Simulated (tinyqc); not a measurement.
The basis set: RHF and MP2 along a ladder of basis sets, for HF, spin multiplicity 1. Computed by the program tinyqc with PySCF. 

Geometry (angstrom):
```
atom       x       y       z
F     0.0000  0.0000  0.0000
H     0.0000  0.0000  0.8800
```

Same geometry throughout; the dipole is taken about the origin.

RHF and frozen-core MP2 in a ladder of bases:
```
basis        functions  E(RHF) (hartree)  E(MP2 corr) (hartree)  HOMO (eV)  LUMO (eV)  dipole (debye)
sto-3g               6         -98.56427               -0.01575    -12.669     18.194           1.325
3-21g               11         -99.45620               -0.11898    -16.378      7.685           2.119
6-31g               11         -99.98139               -0.12568    -17.261      5.987           2.244
6-31g**             19        -100.00970               -0.18045    -17.163      6.288           1.913
cc-pvdz             19        -100.01909               -0.20001    -17.217      5.207           1.875
aug-cc-pvdz         32        -100.03326               -0.22011    -17.813      1.002           1.860
cc-pvtz             44        -100.05803               -0.26997    -17.610      4.044           1.870
```

From cc-pVDZ to cc-pVTZ the RHF energy falls by 38.9 mhartree and the correlation energy by 70.0. If valence correlation converges as X^-3, (27 E(T) - 8 E(D))/19 gives -0.2994 hartree, a rough estimate from such small X that usually falls short; STO-3G holds about 5 % of it. Beyond STO-3G the LUMO moves by 6.7 eV and the HOMO by 1.4 eV; diffuse functions lower the positive LUMO sharply, since an unbound virtual level tracks the most diffuse function.
